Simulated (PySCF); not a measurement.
PySCF job for ethylamine cation (C₂H₇N), SMILES CCN (connectivity only; charge and spin as stated), charge +1, multiplicity 2, SMD-M06-2X/def2-SVP. Coordinates come from a B3LYP-D3(BJ)/def2-TZVP optimisation. The multiplicity is an assumed one; other spin states were not compared. The values are those of a single conformer.

```python
import numpy as np
from pyscf import gto, scf, dft
from pyscf.solvent import smd

mol = gto.M(
    atom='''
    C    -0.22557779    1.25905782    0.00000000
    C     0.53039949   -0.04820140    0.00000000
    N    -0.27491000   -1.20805474   -0.00000000
    H     0.48626745    2.08262011   -0.00000000
    H    -0.84983962    1.35466809   -0.88949361
    H    -0.84983962    1.35466809    0.88949360
    H     1.23237253   -0.15280565    0.85534790
    H     1.23237253   -0.15280566   -0.85534790
    H     0.13769259   -2.14027750    0.00000000
    H    -1.29358608   -1.15482283    0.00000000
    ''',
    basis='def2-SVP',
    charge=1,
    spin=1,
    max_memory=1600,
    verbose=3,
)
mf = dft.UKS(mol, xc='m06-2x').density_fit(auxbasis='def2-universal-jkfit')
mf.grids.level = 4
mf.conv_tol = 1e-9
mf.max_cycle = 100
mf.kernel()
fine, coarse = mf.grids, dft.Grids(mol).set(level=1).build(with_non0tab=True)
for _ in range(3):  # follow internal instabilities
    mf.grids = coarse
    mo, _, stable, _ = mf.stability(return_status=True, nroots=4)
    mf.grids = fine
    if stable:
        break
    mf.kernel(mf.make_rdm1(mo, mf.mo_occ))
res = {}
for name in ['water', 'methanol', 'chlorobenzene']:
    s = mf.SMD()
    s.with_solvent.solvent, s.with_solvent.sasa_ng = name, 302
    s.kernel(mf.make_rdm1())
    res[name] = (s.e_tot, s.with_solvent.get_cds(), s.dip_moment(), s.mo_energy, s.converged)
    print(f'SMD {name}: dG(solv) = {(s.e_tot - mf.e_tot) * 627.509474:.3f} kcal/mol, of which CDS {res[name][1] * 627.509474:.3f}')
```

It prints:

```

WARN: HOMO -0.245714490222701 >= LUMO -0.245714490222702

converged SCF energy = -134.670185824097  <S^2> = 0.75505803  2S+1 = 2.0050517
<class 'pyscf.df.df_jk.DFUKS'> wavefunction is stable in the internal stability analysis
converged SCF energy = -134.782970104097  <S^2> = 0.7550165  2S+1 = 2.0050102

WARN: System has nonzero charge 1; the dipole moment is origin-dependent.
Location of origin: [0. 0. 0.]

Dipole moment(X, Y, Z, Debye): -0.26434, -4.28207,  0.00000
SMD water: dG(solv) = -70.773 kcal/mol, of which CDS 1.451
converged SCF energy = -134.78349278953  <S^2> = 0.75501776  2S+1 = 2.0050115

WARN: System has nonzero charge 1; the dipole moment is origin-dependent.
Location of origin: [0. 0. 0.]

Dipole moment(X, Y, Z, Debye): -0.26016, -4.25570,  0.00000
SMD methanol: dG(solv) = -71.101 kcal/mol, of which CDS -0.225
converged SCF energy = -134.766179489964  <S^2> = 0.75502694  2S+1 = 2.0050206

WARN: System has nonzero charge 1; the dipole moment is origin-dependent.
Location of origin: [0. 0. 0.]

Dipole moment(X, Y, Z, Debye): -0.23202, -4.06137,  0.00000
SMD chlorobenzene: dG(solv) = -60.237 kcal/mol, of which CDS -0.207
```

The run converged.
